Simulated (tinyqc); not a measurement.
RHF in the sto-3g basis, for H3O+, spin multiplicity 1, step by step. One step of it, computed by the program tinyqc.

Problem. Orthogonalisation. S = U s U^T; symmetric (Loewdin) form X = U s^(-1/2) U^T, so that X^T S X = 1.

overlap S:
```
           1O 1s     1O 2s     1O 2px     1O 2py     1O 2pz      2H 1s      3H 1s      4H 1s
1O 1s   1.000000  0.236704   0.000000   0.000000   0.000000   0.031397   0.031417   0.031417
1O 2s   0.236704  1.000000   0.000000   0.000000   0.000000   0.338550   0.338696   0.338696
1O 2px  0.000000  0.000000   1.000000   0.000000   0.000000   0.301973  -0.151073  -0.151073
1O 2py  0.000000  0.000000   0.000000   1.000000   0.000000   0.000000   0.261582  -0.261582
1O 2pz  0.000000  0.000000   0.000000   0.000000   1.000000  -0.060551  -0.060585  -0.060585
2H 1s   0.031397  0.338550   0.301973   0.000000  -0.060551   1.000000   0.116795   0.116795
3H 1s   0.031417  0.338696  -0.151073   0.261582  -0.060585   0.116795   1.000000   0.116888
4H 1s   0.031417  0.338696  -0.151073  -0.261582  -0.060585   0.116795   0.116888   1.000000
```

Give: eigenvalues of S; X.

Solution.

eigenvalues of S: 0.467  0.567  0.567  0.958  1.036  1.316  1.316  1.772

X:
```
         1O 1s   1O 2s  1O 2px  1O 2py  1O 2pz   2H 1s   3H 1s   4H 1s
1O 1s    1.024  -0.139   0.000   0.000   0.003   0.017   0.017   0.017
1O 2s   -0.139   1.168   0.000   0.000  -0.025  -0.182  -0.183  -0.183
1O 2px   0.000   0.000   1.064   0.000   0.000  -0.184   0.092   0.092
1O 2py   0.000   0.000   0.000   1.064   0.000   0.000  -0.159   0.159
1O 2pz   0.003  -0.025   0.000   0.000   1.004   0.032   0.032   0.032
2H 1s    0.017  -0.182  -0.184   0.000   0.032   1.097  -0.038  -0.038
3H 1s    0.017  -0.183   0.092  -0.159   0.032  -0.038   1.098  -0.038
4H 1s    0.017  -0.183   0.092   0.159   0.032  -0.038  -0.038   1.098
```
